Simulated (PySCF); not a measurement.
Stepwise substitution at one centre (Si Cl-SH). Isolated molecules, 0 K electronic values unless said otherwise. One relaxed conformer stands for each flexible species; it need not be the lowest. Strings in code marks are SMILES.

Calculation: r2SCAN-D4/def2-TZVP in PySCF 2.14.0. Delta-SCF ions had no search for a lower state. Excitations are Tamm–Dancoff values on a coarser integration grid. The basis has no diffuse functions, so Rydberg states are missing or too high.

```json
[
 {"species": "0 of 4 Cl replaced by SH", "HOMO (eV)": "-8.50", "vertical ionisation energy (Delta-SCF) (eV)": "–", "T1 excitation (TDA) (eV)": "–", "LUMO (eV)": "-1.26", "S1 excitation (TDA) (eV)": "7.34"},
 {"species": "1 of 4 Cl replaced by SH", "HOMO (eV)": "-7.24", "vertical ionisation energy (Delta-SCF) (eV)": "10.14", "T1 excitation (TDA) (eV)": "5.57", "LUMO (eV)": "-1.30", "S1 excitation (TDA) (eV)": "6.03"},
 {"species": "2 of 4 Cl replaced by SH (`S[Si](S)(Cl)Cl` (H–S–Si–Cl torsion 53°, Cl–Si–S–H torsion -53°))", "HOMO (eV)": "-6.77", "vertical ionisation energy (Delta-SCF) (eV)": "9.44", "T1 excitation (TDA) (eV)": "5.03", "LUMO (eV)": "-1.44", "S1 excitation (TDA) (eV)": "5.41"},
 {"species": "3 of 4 Cl replaced by SH (`S[Si](S)(S)Cl`)", "HOMO (eV)": "-6.63", "vertical ionisation energy (Delta-SCF) (eV)": "9.13", "T1 excitation (TDA) (eV)": "4.89", "LUMO (eV)": "-1.49", "S1 excitation (TDA) (eV)": "5.19"}
]
```
